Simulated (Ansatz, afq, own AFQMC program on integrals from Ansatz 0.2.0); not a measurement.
Two steps: Ansatz 0.2.0 writes the Fock matrix and Cholesky factors of the valence space, and afq projects on them the lowest state that overlaps trial and start.

```yaml
crystal:
  periodic: [false, false, false]
  atoms:
    - {symbol: Ge, position_ang: [0.000000, 0.000000, 0.000000]}
    - {symbol: H, position_ang: [1.336213, 1.340557, 1.338817]}
    - {symbol: H, position_ang: [-1.341595, -1.335755, 1.338234]}
    - {symbol: H, position_ang: [-1.335460, 1.336499, -1.343618]}
    - {symbol: H, position_ang: [1.340842, -1.341301, -1.333434]}
basis:
  gaussian: {orbitals: cc-pVDZ}
magnetization: {spin_polarized: false}
correlation: {method: ccsd_t, electrons: outside_noble_gas, hamiltonian_folder: ham}
```

```sh
$ ansatz run in.yaml --threads 1 --pin off --events-out ev --progress --plain --max-ram 1382MiB
```

Options of the walk:

```
--method phaseless --trial hf --walkers 120 --populations 1 --least-time 40 --time-step 0.005 --steps-per-block 20 --equilibration-blocks 160 --max-blocks 600 --target-error 0.00204 --factor-cut 1e-05 --seed 2475 --taylor-order 6
```

Times are imaginary, in 1/Eh. The walk had a cap of 743 s. Filled inner d shells are frozen with the cores.

Log:

```
orbitals 33  electrons 4 4  factors 217 of 497
reference energy -2077.30865589 Eh
CCSD correlation -0.19696092 Eh in 11 cycles, weight of the determinant in the CISD state 0.7667
energy of the start -2077.308656 Eh
 block  time / (1/Eh)  mean weight  energy / Eh
     1     0.100  1.0012  -2077.329884
     2     0.200  1.0011  -2077.347478
     3     0.300  1.0005  -2077.363706
     4     0.400  1.0004  -2077.376835
     5     0.500  1.0013  -2077.389653
     7     0.700  1.0000  -2077.406078
     9     0.900  1.0005  -2077.425749
    20     2.000  1.0002  -2077.464981
    58     5.800  0.9986  -2077.492442
    96     9.600  0.9990  -2077.498310
   134    13.400  1.0017  -2077.494521
   172    17.200  0.9997  -2077.509738
   191    19.100  0.9997  -2077.463104
   210    21.000  0.9987  -2077.514827
   248    24.800  1.0002  -2077.481501
   286    28.600  1.0004  -2077.494516
   324    32.400  1.0033  -2077.589127
   362    36.200  0.9989  -2077.491467
   400    40.000  0.9985  -2077.502837
   438    43.800  1.0009  -2077.493779
   476    47.600  1.0013  -2077.492979
   514    51.400  1.0019  -2077.526193
   552    55.200  1.0003  -2077.578172
   590    59.000  0.9964  -2077.557896
   628    62.800  1.0004  -2077.490383
   666    66.600  1.0004  -2077.542850
   704    70.400  1.0015  -2077.565573
   742    74.200  0.9992  -2077.500023
blocks merged  error / Eh  count
     1  0.001104  600
     2  0.001460  300
     4  0.001913  150
     8  0.002471  75
    16  0.003214  37
    32  0.003984  18
    64  0.003230  9
energy -2077.508421 +/- 0.003984 Eh
(rows thinned)
```

The run passed its tests (sampling time, drift between the halves within three errors, error under three times the target), which doesn't prove that it has relaxed. The second half of the sampling lies below the first by 2.1 errors of their difference, so the energy may still be moving and its error bar be too small.

Against this walk (error 108.4 meV) on the same determinant: CCSD(T) 224.7 meV lower, CCSDT(Q) 358.0 meV lower, a separate phaseless walk with a CISD trial and standard settings 254.9 ± 111.3 meV lower. The error is statistical and leaves out the bias of the constraint. None of these is a sure reference here.

Cautions: constraint bias not in the error; error above the target (108.4 against 55.5 meV); no relativity below Rb; no spin-orbit coupling; inner d shell frozen; higher spins were not checked; restricted determinant unstable towards unrestricted (UHF 1.17 eV lower, ⟨S²⟩ 1.59); strong correlation (T1 0.024, weight of the determinant 0.77, largest double 0.15); CCSD(T) is in doubt: in a space of 8 electrons in 8 natural orbitals full CI lies 84 meV below it; the bias of populations of 120 walkers isn't removed.

The walk took 95 s on 1 thread of Arm Neoverse V1, with other jobs on the host. The log's last line is the phaseless energy.

CCSDT and higher add their correlation energy to the determinant of the CCSD(T) run, since their own runs factorise the integrals more tightly (a shift of under 2 meV). A walk keeps the symmetry of its determinant, which the program's search chose and which needn't be the lowest solution, so a lower state of the same spin and another symmetry isn't excluded.
